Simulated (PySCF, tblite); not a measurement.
# CHN₂O+: diradical character, part 3 of 3

tblite 0.8.0 and PySCF 2.14.0. Atoms count from 0. Earlier steps stand in the parts before.

## (16) Diradical character: HF/def2-TZVP, geometry of multiplicity 1

The job: settings as JSON, then the geometry in Å.

```
{"job": {"kind": "bs", "xc": "HF", "basis": "def2-TZVP", "rks": true, "grid": 1}, "charge": 1, "high_spin_multiplicity": 3}
N     -0.198140    -0.461255    -0.020768
O     -1.039812     0.460862     0.015248
N      0.988810    -0.041371     0.050655
C      2.206946    -0.004661     0.093026
H     -1.940659     0.052130    -0.043731
```

Method: HF/def2-TZVP high-spin, broken-symmetry and restricted single points, gas phase.

Standard output:

```text
high-spin state, multiplicity 3
final grid: 49776 points
cycle   1  E = -221.5220462588  dE =  1.455e+00  |g| = 6.075e-01  |ddm| = 1.451e+00
cycle   2  E = -221.6661988453  dE = -1.442e-01  |g| = 3.980e-01  |ddm| = 6.033e-01
cycle   3  E = -221.7316488444  dE = -6.545e-02  |g| = 9.562e-02  |ddm| = 2.244e-01
cycle   4  E = -221.7407600388  dE = -9.111e-03  |g| = 4.509e-02  |ddm| = 1.012e-01
cycle   5  E = -221.7444036730  dE = -3.644e-03  |g| = 2.451e-02  |ddm| = 7.265e-02
cycle   6  E = -221.7455860009  dE = -1.182e-03  |g| = 1.424e-02  |ddm| = 4.211e-02
cycle   7  E = -221.7460659956  dE = -4.800e-04  |g| = 9.440e-03  |ddm| = 2.505e-02
cycle   8  E = -221.7464433545  dE = -3.774e-04  |g| = 5.173e-03  |ddm| = 2.982e-02
cycle   9  E = -221.7465711498  dE = -1.278e-04  |g| = 3.046e-03  |ddm| = 1.773e-02
cycle  10  E = -221.7466079760  dE = -3.683e-05  |g| = 1.518e-03  |ddm| = 1.040e-02
cycle  11  E = -221.7466170175  dE = -9.042e-06  |g| = 7.496e-04  |ddm| = 5.033e-03
cycle  12  E = -221.7466192730  dE = -2.256e-06  |g| = 4.944e-04  |ddm| = 2.655e-03
cycle  13  E = -221.7466204004  dE = -1.127e-06  |g| = 3.944e-04  |ddm| = 1.430e-03
cycle  14  E = -221.7466213284  dE = -9.279e-07  |g| = 3.216e-04  |ddm| = 1.443e-03
cycle  15  E = -221.7466221745  dE = -8.461e-07  |g| = 2.665e-04  |ddm| = 1.539e-03
cycle  16  E = -221.7466230014  dE = -8.269e-07  |g| = 1.886e-04  |ddm| = 2.002e-03
cycle  17  E = -221.7466235426  dE = -5.412e-07  |g| = 9.887e-05  |ddm| = 2.288e-03
cycle  18  E = -221.7466236533  dE = -1.107e-07  |g| = 4.636e-05  |ddm| = 1.236e-03
cycle  19  E = -221.7466236613  dE = -8.098e-09  |g| = 2.207e-05  |ddm| = 2.730e-04
converged SCF energy = -221.7466236613

broken-symmetry state, M_S = 0, start: spins of the second site flipped
final grid: 23072 points
cycle   1  E = -221.7462209904  dE = -4.700e-02  |g| = 9.208e-02  |ddm| = 2.157e-01
cycle   2  E = -221.7641797243  dE = -1.796e-02  |g| = 6.117e-02  |ddm| = 1.276e-01
cycle   3  E = -221.7771524498  dE = -1.297e-02  |g| = 4.237e-02  |ddm| = 1.368e-01
cycle   4  E = -221.7818721831  dE = -4.720e-03  |g| = 3.077e-02  |ddm| = 7.400e-02
cycle   5  E = -221.7868441752  dE = -4.972e-03  |g| = 1.759e-02  |ddm| = 1.186e-01
cycle   6  E = -221.7887304700  dE = -1.886e-03  |g| = 1.243e-02  |ddm| = 7.766e-02
cycle   7  E = -221.7897672830  dE = -1.037e-03  |g| = 8.028e-03  |ddm| = 6.508e-02
cycle   8  E = -221.7904790753  dE = -7.118e-04  |g| = 4.638e-03  |ddm| = 7.421e-02
cycle   9  E = -221.7907949620  dE = -3.159e-04  |g| = 2.628e-03  |ddm| = 6.085e-02
cycle  10  E = -221.7908962515  dE = -1.013e-04  |g| = 1.896e-03  |ddm| = 3.406e-02
cycle  11  E = -221.7909454210  dE = -4.917e-05  |g| = 1.406e-03  |ddm| = 2.442e-02
cycle  12  E = -221.7909819170  dE = -3.650e-05  |g| = 1.025e-03  |ddm| = 2.742e-02
cycle  13  E = -221.7910010240  dE = -1.911e-05  |g| = 8.093e-04  |ddm| = 2.276e-02
cycle  14  E = -221.7910080369  dE = -7.013e-06  |g| = 6.729e-04  |ddm| = 1.212e-02
cycle  15  E = -221.7910138740  dE = -5.837e-06  |g| = 5.697e-04  |ddm| = 1.287e-02
cycle  16  E = -221.7910157975  dE = -1.923e-06  |g| = 5.256e-04  |ddm| = 2.197e-03
cycle  17  E = -221.7910157984  dE = -8.432e-10  |g| = 4.961e-04  |ddm| = 3.211e-03
cycle  18  E = -221.7910187831  dE = -2.985e-06  |g| = 4.465e-04  |ddm| = 3.180e-03
cycle  19  E = -221.7910236160  dE = -4.833e-06  |g| = 3.868e-04  |ddm| = 8.347e-03
cycle  20  E = -221.7910284468  dE = -4.831e-06  |g| = 3.075e-04  |ddm| = 1.128e-02
cycle  21  E = -221.7910322781  dE = -3.831e-06  |g| = 1.674e-04  |ddm| = 1.210e-02
cycle  22  E = -221.7910329029  dE = -6.248e-07  |g| = 7.069e-05  |ddm| = 4.266e-03
cycle  23  E = -221.7910329781  dE = -7.524e-08  |g| = 4.394e-05  |ddm| = 1.455e-03
cycle  24  E = -221.7910330148  dE = -3.661e-08  |g| = 3.063e-05  |ddm| = 1.290e-03
cycle  25  E = -221.7910330266  dE = -1.184e-08  |g| = 1.985e-05  |ddm| = 7.076e-04
cycle  26  E = -221.7910330304  dE = -3.848e-09  |g| = 1.347e-05  |ddm| = 3.187e-04
converged SCF energy = -221.7910330304

<S^2> high spin = 2.0942, broken symmetry = 0.0000
E(HS) - E(BS) = 9746.73 cm-1
J_noodleman = -9746.73 cm-1
J_unprojected = -4873.36 cm-1
J_yamaguchi = -4654.10 cm-1

restricted closed-shell singlet
final grid: 23072 points
cycle   1  E = -221.7878172131  dE = -1.580e-02  |g| = 6.526e-02  |ddm| = 2.322e-01
cycle   2  E = -221.7900577559  dE = -2.241e-03  |g| = 3.405e-02  |ddm| = 6.994e-02
cycle   3  E = -221.7906648516  dE = -6.071e-04  |g| = 2.027e-02  |ddm| = 3.138e-02
cycle   4  E = -221.7909821915  dE = -3.173e-04  |g| = 6.548e-03  |ddm| = 2.740e-02
cycle   5  E = -221.7910261752  dE = -4.398e-05  |g| = 2.992e-03  |ddm| = 1.129e-02
cycle   6  E = -221.7910316986  dE = -5.523e-06  |g| = 1.118e-03  |ddm| = 3.741e-03
cycle   7  E = -221.7910328143  dE = -1.116e-06  |g| = 4.336e-04  |ddm| = 2.100e-03
cycle   8  E = -221.7910330075  dE = -1.933e-07  |g| = 1.447e-04  |ddm| = 9.730e-04
cycle   9  E = -221.7910330319  dE = -2.441e-08  |g| = 5.074e-05  |ddm| = 3.283e-04
cycle  10  E = -221.7910330333  dE = -1.343e-09  |g| = 2.424e-05  |ddm| = 7.446e-05
converged SCF energy = -221.7910330333
```

It took 2.8 s on 1 thread of Arm Neoverse V2, shared host; peak memory 0.32 GiB.

The broken-symmetry state collapsed to a closed shell, so its J has no meaning.

In short:

```csv
quantity,value
closed shell less high spin,-27.9 kcal/mol
```

## (17) Diradical character: BP86/def2-TZVP, geometry of multiplicity 1

The job: settings as JSON, then the geometry in Å.

```
{"job": {"kind": "bs", "xc": "BP86", "basis": "def2-TZVP", "rks": true, "grid": 1}, "charge": 1, "high_spin_multiplicity": 3}
N     -0.198140    -0.461255    -0.020768
O     -1.039812     0.460862     0.015248
N      0.988810    -0.041371     0.050655
C      2.206946    -0.004661     0.093026
H     -1.940659     0.052130    -0.043731
```

Method: BP86/def2-TZVP high-spin, broken-symmetry and restricted single points, gas phase.

Standard output:

```text
high-spin state, multiplicity 3
final grid: 23072 points
cycle   1  E = -222.8364357368  dE =  3.576e-02  |g| = 4.398e-01  |ddm| = 8.555e-01
cycle   2  E = -220.9502111932  dE =  1.886e+00  |g| = 1.828e+00  |ddm| = 1.407e+00
cycle   3  E = -222.8718260630  dE = -1.922e+00  |g| = 3.519e-01  |ddm| = 1.025e+00
cycle   4  E = -222.9298962616  dE = -5.807e-02  |g| = 1.376e-01  |ddm| = 2.915e-01
cycle   5  E = -222.9194503755  dE =  1.045e-02  |g| = 1.778e-01  |ddm| = 3.601e-01
cycle   6  E = -222.9354864547  dE = -1.604e-02  |g| = 8.945e-02  |ddm| = 3.300e-01
cycle   7  E = -222.9389780497  dE = -3.492e-03  |g| = 4.203e-02  |ddm| = 5.220e-02
cycle   8  E = -222.9401290031  dE = -1.151e-03  |g| = 4.751e-03  |ddm| = 5.950e-02
cycle   9  E = -222.9401326480  dE = -3.645e-06  |g| = 4.718e-03  |ddm| = 1.183e-02
cycle  10  E = -222.9401384280  dE = -5.780e-06  |g| = 3.936e-03  |ddm| = 2.718e-03
cycle  11  E = -222.9401436253  dE = -5.197e-06  |g| = 2.702e-03  |ddm| = 1.424e-03
cycle  12  E = -222.9401459816  dE = -2.356e-06  |g| = 1.843e-03  |ddm| = 7.891e-04
cycle  13  E = -222.9401476874  dE = -1.706e-06  |g| = 8.730e-04  |ddm| = 1.113e-03
cycle  14  E = -222.9401480618  dE = -3.745e-07  |g| = 3.722e-04  |ddm| = 4.229e-04
cycle  15  E = -222.9401481434  dE = -8.153e-08  |g| = 8.707e-05  |ddm| = 2.967e-04
cycle  16  E = -222.9401481468  dE = -3.469e-09  |g| = 4.294e-05  |ddm| = 4.298e-05
converged SCF energy = -222.9401481468

broken-symmetry state, M_S = 0, start: spins of the second site flipped
final grid: 23072 points
cycle   1  E = -222.9826149028  dE = -5.673e-02  |g| = 1.894e-01  |ddm| = 8.786e-01
cycle   2  E = -221.6367754013  dE =  1.346e+00  |g| = 1.242e+00  |ddm| = 1.324e+00
cycle   3  E = -222.9856840371  dE = -1.349e+00  |g| = 2.079e-01  |ddm| = 1.318e+00
cycle   4  E = -222.9982829013  dE = -1.260e-02  |g| = 1.113e-01  |ddm| = 1.526e-01
cycle   5  E = -223.0027499245  dE = -4.467e-03  |g| = 1.863e-02  |ddm| = 6.053e-02
cycle   6  E = -223.0029678355  dE = -2.179e-04  |g| = 6.730e-03  |ddm| = 2.199e-02
cycle   7  E = -223.0029812370  dE = -1.340e-05  |g| = 5.998e-03  |ddm| = 6.983e-03
cycle   8  E = -223.0029959137  dE = -1.468e-05  |g| = 1.447e-03  |ddm| = 3.466e-03
cycle   9  E = -223.0029976360  dE = -1.722e-06  |g| = 4.006e-04  |ddm| = 1.994e-03
cycle  10  E = -223.0029978546  dE = -2.186e-07  |g| = 1.936e-04  |ddm| = 9.363e-04
cycle  11  E = -223.0029978823  dE = -2.767e-08  |g| = 9.396e-05  |ddm| = 2.825e-04
cycle  12  E = -223.0029978919  dE = -9.677e-09  |g| = 3.236e-05  |ddm| = 1.719e-04
converged SCF energy = -223.0029978919

<S^2> high spin = 2.0194, broken symmetry = 0.0000
E(HS) - E(BS) = 13793.92 cm-1
J_noodleman = -13793.92 cm-1
J_unprojected = -6896.96 cm-1
J_yamaguchi = -6830.71 cm-1

restricted closed-shell singlet
final grid: 23072 points
cycle   1  E = -221.5243189897  dE =  1.456e+00  |g| = 1.837e+00  |ddm| = 1.894e+00
cycle   2  E = -202.6763028180  dE =  1.885e+01  |g| = 7.109e+00  |ddm| = 8.134e+00
cycle   3  E = -219.5275729132  dE = -1.685e+01  |g| = 3.406e+00  |ddm| = 7.488e+00
cycle   4  E = -221.9564744902  dE = -2.429e+00  |g| = 2.015e+00  |ddm| = 1.460e+00
cycle   5  E = -222.5096656604  dE = -5.532e-01  |g| = 1.420e+00  |ddm| = 9.538e-01
cycle   6  E = -222.9086990055  dE = -3.990e-01  |g| = 6.027e-01  |ddm| = 4.811e-01
cycle   7  E = -222.9664390973  dE = -5.774e-02  |g| = 4.434e-01  |ddm| = 4.099e-01
cycle   8  E = -223.0020042991  dE = -3.557e-02  |g| = 6.994e-02  |ddm| = 2.456e-01
cycle   9  E = -223.0029150047  dE = -9.107e-04  |g| = 1.885e-02  |ddm| = 5.120e-02
cycle  10  E = -223.0029890863  dE = -7.408e-05  |g| = 5.211e-03  |ddm| = 1.441e-02
cycle  11  E = -223.0029974793  dE = -8.393e-06  |g| = 1.319e-03  |ddm| = 4.857e-03
cycle  12  E = -223.0029978878  dE = -4.084e-07  |g| = 1.904e-04  |ddm| = 7.878e-04
cycle  13  E = -223.0029978973  dE = -9.567e-09  |g| = 7.064e-05  |ddm| = 1.958e-04
converged SCF energy = -223.0029978973
```

Wall time 11 s (1 thread of Arm Neoverse V2, shared host); peak memory 0.32 GiB.

The broken-symmetry state collapsed to a closed shell, so its J has no meaning.

Key values:

| quantity | value |
| --- | --- |
| closed shell less high spin | -39.4 kcal/mol |

## (18) Diradical character: M06/def2-TZVP, geometry of multiplicity 1

The job: settings as JSON, then the geometry in Å.

```
{"job": {"kind": "bs", "xc": "M06", "basis": "def2-TZVP", "rks": true, "grid": 2}, "charge": 1, "high_spin_multiplicity": 3}
N     -0.198140    -0.461255    -0.020768
O     -1.039812     0.460862     0.015248
N      0.988810    -0.041371     0.050655
C      2.206946    -0.004661     0.093026
H     -1.940659     0.052130    -0.043731
```

With the program's defaults for keys left out, this is: M06/def2-TZVP high-spin, broken-symmetry and restricted single points, gas phase.

Standard output:

```text
high-spin state, multiplicity 3
final grid: 49776 points
cycle   1  E = -222.7871258580  dE = -4.040e-02  |g| = 1.066e-01  |ddm| = 3.436e-01
cycle   2  E = -222.7869821986  dE =  1.437e-04  |g| = 1.210e-01  |ddm| = 1.586e-01
cycle   3  E = -222.7923655281  dE = -5.383e-03  |g| = 4.644e-02  |ddm| = 7.946e-02
cycle   4  E = -222.7932597229  dE = -8.942e-04  |g| = 1.297e-02  |ddm| = 3.383e-02
cycle   5  E = -222.7934178451  dE = -1.581e-04  |g| = 1.295e-02  |ddm| = 3.056e-02
cycle   6  E = -222.7935334396  dE = -1.156e-04  |g| = 3.655e-03  |ddm| = 1.243e-02
cycle   7  E = -222.7935918472  dE = -5.841e-05  |g| = 2.739e-03  |ddm| = 1.834e-02
cycle   8  E = -222.7936350226  dE = -4.318e-05  |g| = 2.252e-03  |ddm| = 1.628e-02
cycle   9  E = -222.7936636292  dE = -2.861e-05  |g| = 2.303e-03  |ddm| = 1.281e-02
cycle  10  E = -222.7937137424  dE = -5.011e-05  |g| = 1.643e-03  |ddm| = 2.669e-02
cycle  11  E = -222.7937609406  dE = -4.720e-05  |g| = 1.210e-03  |ddm| = 3.996e-02
cycle  12  E = -222.7937741600  dE = -1.322e-05  |g| = 5.209e-04  |ddm| = 2.240e-02
cycle  13  E = -222.7937760069  dE = -1.847e-06  |g| = 5.860e-04  |ddm| = 6.565e-03
cycle  14  E = -222.7937774331  dE = -1.426e-06  |g| = 2.355e-04  |ddm| = 8.273e-03
cycle  15  E = -222.7937776343  dE = -2.012e-07  |g| = 8.335e-05  |ddm| = 3.899e-03
cycle  16  E = -222.7937776387  dE = -4.437e-09  |g| = 9.156e-05  |ddm| = 8.239e-04
converged SCF energy = -222.7937776387

broken-symmetry state, M_S = 0, start: spins of the second site flipped
final grid: 49776 points
cycle   1  E = -222.7994744204  dE = -2.613e-02  |g| = 8.462e-02  |ddm| = 4.705e-01
cycle   2  E = -222.8397781258  dE = -4.030e-02  |g| = 8.230e-02  |ddm| = 4.090e-01
cycle   3  E = -222.8512646594  dE = -1.149e-02  |g| = 5.876e-02  |ddm| = 1.440e-01
cycle   4  E = -222.8568054711  dE = -5.541e-03  |g| = 4.330e-02  |ddm| = 8.978e-02
cycle   5  E = -222.8625980596  dE = -5.793e-03  |g| = 2.524e-02  |ddm| = 1.496e-01
cycle   6  E = -222.8636863596  dE = -1.088e-03  |g| = 1.425e-02  |ddm| = 5.290e-02
cycle   7  E = -222.8640988846  dE = -4.125e-04  |g| = 7.908e-03  |ddm| = 3.459e-02
cycle   8  E = -222.8642861520  dE = -1.873e-04  |g| = 3.240e-03  |ddm| = 3.034e-02
cycle   9  E = -222.8643199049  dE = -3.375e-05  |g| = 1.850e-03  |ddm| = 1.073e-02
cycle  10  E = -222.8643344006  dE = -1.450e-05  |g| = 1.330e-03  |ddm| = 8.985e-03
cycle  11  E = -222.8643375512  dE = -3.151e-06  |g| = 6.312e-04  |ddm| = 3.955e-03
cycle  12  E = -222.8643384721  dE = -9.210e-07  |g| = 2.121e-04  |ddm| = 2.204e-03
cycle  13  E = -222.8643386260  dE = -1.538e-07  |g| = 1.824e-04  |ddm| = 7.629e-04
cycle  14  E = -222.8643386768  dE = -5.081e-08  |g| = 1.116e-04  |ddm| = 3.545e-04
cycle  15  E = -222.8643387094  dE = -3.263e-08  |g| = 4.593e-05  |ddm| = 3.476e-04
cycle  16  E = -222.8643387208  dE = -1.144e-08  |g| = 2.795e-05  |ddm| = 2.427e-04
cycle  17  E = -222.8643387232  dE = -2.371e-09  |g| = 1.993e-05  |ddm| = 1.035e-04
converged SCF energy = -222.8643387232

<S^2> high spin = 2.0275, broken symmetry = 0.0000
E(HS) - E(BS) = 15486.37 cm-1
J_noodleman = -15486.37 cm-1
J_unprojected = -7743.18 cm-1
J_yamaguchi = -7638.09 cm-1

restricted closed-shell singlet
final grid: 49776 points
cycle   1  E = -222.8489032375  dE =  6.173e-03  |g| = 2.686e-01  |ddm| = 3.027e-01
cycle   2  E = -222.8067126269  dE =  4.219e-02  |g| = 5.126e-01  |ddm| = 4.475e-01
cycle   3  E = -222.8637670496  dE = -5.705e-02  |g| = 5.840e-02  |ddm| = 3.018e-01
cycle   4  E = -222.8643030328  dE = -5.360e-04  |g| = 1.372e-02  |ddm| = 3.018e-02
cycle   5  E = -222.8643351166  dE = -3.208e-05  |g| = 3.802e-03  |ddm| = 9.232e-03
cycle   6  E = -222.8643374248  dE = -2.308e-06  |g| = 2.373e-03  |ddm| = 3.573e-03
cycle   7  E = -222.8643386827  dE = -1.258e-06  |g| = 3.702e-04  |ddm| = 1.447e-03
cycle   8  E = -222.8643387224  dE = -3.970e-08  |g| = 6.512e-05  |ddm| = 3.577e-04
cycle   9  E = -222.8643387244  dE = -2.031e-09  |g| = 1.789e-05  |ddm| = 9.936e-05
converged SCF energy = -222.8643387244
```

It took 25 s on 1 thread of Arm Neoverse V2, shared host; peak memory 0.46 GiB.

The broken-symmetry state collapsed to a closed shell, so its J has no meaning.

In short:

```
                   quantity           value
closed shell less high spin  -44.3 kcal/mol
```

## (19) Diradical character: CASSCF and SC-NEVPT2/def2-TZVP (2,2), geometry of multiplicity 1

The job: settings as JSON, then the geometry in Å.

```
{"job": {"kind": "cas", "basis": "def2-TZVP", "active": "magnetic", "orbitals": "high", "conv": 5e-05}, "charge": 1, "high_spin_multiplicity": 3}
N     -0.198140    -0.461255    -0.020768
O     -1.039812     0.460862     0.015248
N      0.988810    -0.041371     0.050655
C      2.206946    -0.004661     0.093026
H     -1.940659     0.052130    -0.043731
```

With the program's defaults for keys left out, this is: CASSCF and SC-NEVPT2/def2-TZVP spin states, gas phase.

Standard output:

```text
start orbitals: natural orbitals of the high-spin HF determinant (converged)
active space: 2 electrons in 2 orbitals, 13 closed; orbitals optimised for multiplicities 3
macro   0  E = -221.7272083800  dE =  0.000e+00  |g| = 7.231e-02
macro   1  E = -221.7288815009  dE = -1.673e-03  |g| = 3.340e-02
macro   2  E = -221.7295429782  dE = -6.615e-04  |g| = 2.359e-02
macro   3  E = -221.7296499209  dE = -1.069e-04  |g| = 1.185e-02
macro   4  E = -221.7296995612  dE = -4.964e-05  |g| = 6.445e-03
macro   5  E = -221.7297103880  dE = -1.083e-05  |g| = 3.984e-03
macro   6  E = -221.7297179774  dE = -7.589e-06  |g| = 2.771e-03
macro   7  E = -221.7297205831  dE = -2.606e-06  |g| = 1.918e-03
macro   8  E = -221.7297211913  dE = -6.082e-07  |g| = 8.681e-04
macro   9  E = -221.7297213124  dE = -1.211e-07  |g| = 3.100e-04
macro  10  E = -221.7297213272  dE = -1.481e-08  |g| = 1.168e-04
macro  11  E = -221.7297213297  dE = -2.548e-09  |g| = 6.126e-05
macro  12  E = -221.7297213303  dE = -5.994e-10  |g| = 2.300e-05
CASSCF converged, mean energy = -221.7297213303
2S+1 = 3  root 0  E(CAS) = -221.72972133  E(NEVPT2) = -222.42915507  occupations 1.000 1.000
2S+1 = 1  root 0  E(CAS) = -221.77415735  E(NEVPT2) = -222.49709046  occupations 1.958 0.042
2S+1 = 1  root 1  E(CAS) = -221.64550256  E(NEVPT2) = -222.37877364  occupations 1.000 1.000
2S+1 = 1  root 2  E(CAS) = -221.47951386  E(NEVPT2) = -222.23202612  occupations 1.958 0.042
D(spin-spin) = 1.0250 cm-1, E/D = 0.138
D(spin-orbit) = -0.0698 cm-1, D(total) = 0.9559 cm-1, E/D = 0.147
```

It took 3.6 s on 1 thread of Arm Neoverse V2, shared host; peak memory 0.45 GiB.

J and the spin gap of this run are not to be taken as properties: the orbitals were optimised for multiplicity 3 alone, so the other state lies too high.

## (20) Diradical character: CASSCF and SC-NEVPT2/def2-TZVP, X2C (6,6) in methanol, geometry of multiplicity 1

The job: settings as JSON, then the geometry in Å.

```
{"job": {"kind": "cas", "basis": "def2-TZVP", "active": "natural", "max": 6, "thr": 0.006, "orbitals": "high", "solvent": "methanol", "x2c": true}, "charge": 1, "high_spin_multiplicity": 3}
N     -0.198140    -0.461255    -0.020768
O     -1.039812     0.460862     0.015248
N      0.988810    -0.041371     0.050655
C      2.206946    -0.004661     0.093026
H     -1.940659     0.052130    -0.043731
```

Method: CASSCF and SC-NEVPT2/def2-TZVP spin states, scalar X2C, IEF-PCM methanol.

Standard output:

```text
start orbitals: natural orbitals of the high-spin HF determinant (converged)
active space: 6 electrons in 6 orbitals, 11 closed; orbitals optimised for multiplicities 3
macro   0  E = -222.0234317093  dE =  0.000e+00  |g| = 1.243e-01
macro   1  E = -222.0313697250  dE = -7.938e-03  |g| = 6.231e-02
macro   2  E = -222.0336463410  dE = -2.277e-03  |g| = 5.252e-02
macro   3  E = -222.0340795535  dE = -4.332e-04  |g| = 1.666e-02
macro   4  E = -222.0341282517  dE = -4.870e-05  |g| = 5.760e-03
macro   5  E = -222.0341384609  dE = -1.021e-05  |g| = 3.385e-03
macro   6  E = -222.0341397609  dE = -1.300e-06  |g| = 1.462e-03
macro   7  E = -222.0341401270  dE = -3.660e-07  |g| = 6.637e-04
macro   8  E = -222.0341402240  dE = -9.706e-08  |g| = 3.002e-04
macro   9  E = -222.0341402481  dE = -2.410e-08  |g| = 1.910e-04
CASSCF converged, mean energy = -222.0341402481
2S+1 = 3  root 0  E(CAS) = -222.03414025  E(NEVPT2) = -222.65927494  occupations 1.947 1.946 1.004 0.993 0.061 0.048
2S+1 = 3  root 1  E(CAS) = -221.85234214  E(NEVPT2) = -222.54551603  occupations 1.977 1.941 1.006 0.976 0.066 0.035
2S+1 = 1  root 0  E(CAS) = -222.07577739  E(NEVPT2) = -222.72875049  occupations 1.964 1.947 1.938 0.060 0.058 0.033
2S+1 = 1  root 1  E(CAS) = -221.96429851  E(NEVPT2) = -222.62367382  occupations 1.945 1.935 1.010 1.001 0.065 0.044
2S+1 = 1  root 2  E(CAS) = -221.83946709  E(NEVPT2) = -222.50235953  occupations 1.930 1.855 1.837 0.245 0.104 0.029
D(spin-spin) = 1.0084 cm-1, E/D = 0.151
D(spin-orbit) = -0.0877 cm-1, D(total) = 0.9207 cm-1, E/D = 0.166
```

Run time: 4.4 s. Hardware: 1 thread of Arm Neoverse V2, shared host; peak memory 0.45 GiB.

The solvent's field is frozen at that of the high-spin determinant; only differences between these total energies have meaning.

J and the spin gap of this run are not to be taken as properties: the orbitals were optimised for multiplicity 3 alone, so the other state lies too high.

## (21) Spin gaps side by side

J for H = −2J S1·S2; the gap is low spin less high spin (projected; unprojected where the broken-symmetry state collapsed; or NEVPT2):

```
step                                 level                    geometry  J (cm⁻¹)  gap (kcal/mol)   time
   5  CASSCF and SC-NEVPT2/def2-TZVP (2,2)  geometry of multiplicity 3         –           -26.6  3.7 s
   6  CASSCF and SC-NEVPT2/def2-TZVP (6,6)  geometry of multiplicity 3         –           -25.9  3.1 s
   9                        BP86/def2-TZVP  geometry of multiplicity 3         –           -20.4   12 s
  10                         M06/def2-TZVP  geometry of multiplicity 3         –           -22.9   23 s
  13  CASSCF and SC-NEVPT2/def2-TZVP (2,2)  geometry of multiplicity 1         –           -49.0  3.6 s
  14  CASSCF and SC-NEVPT2/def2-TZVP (4,4)  geometry of multiplicity 1         –           -48.5  2.3 s
  16                          HF/def2-TZVP  geometry of multiplicity 1         –           -27.9  2.8 s
  17                        BP86/def2-TZVP  geometry of multiplicity 1         –           -39.4   11 s
  18                         M06/def2-TZVP  geometry of multiplicity 1         –           -44.3   25 s
```

CASSCF times leave out a start SCF that an earlier step had already made.

## (22) Results

This closing draws on all 3 parts.

| quantity | value |
| --- | --- |
| low less high spin (NEVPT2) (step 5, CASSCF and SC-NEVPT2/def2-TZVP (2,2), geometry of multiplicity 3) | -26.6 kcal/mol |
| diradical index y0 (step 5, CASSCF and SC-NEVPT2/def2-TZVP (2,2), geometry of multiplicity 3) | 0.05 |
| zero-field D (step 5, CASSCF and SC-NEVPT2/def2-TZVP (2,2), geometry of multiplicity 3) | 0.756 cm⁻¹ |
| relaxed multiplicity 1 less 3 (PBE0-D3(BJ)/def2-SVP, unprojected, ⟨S²⟩ 0.00 and 2.04) | -30.1 kcal/mol |

Step 7 is set aside for J and the spin gap: the orbitals were optimised for multiplicity 1 alone, so the other state lies too high. The second-order spin-orbit part of D is doubtful here. Step 8 is set aside for J and the spin gap: a closed-shell solution lies below the broken-symmetry one. Step 11 is set aside for J and the spin gap: the orbitals were optimised for multiplicity 3 alone, so the other state lies too high. In steps 5, 6, 13, 14 y0 is under 0.15: in the low-spin state the magnetic electrons pair up in one orbital, so J is a formal number and only the gap is given.
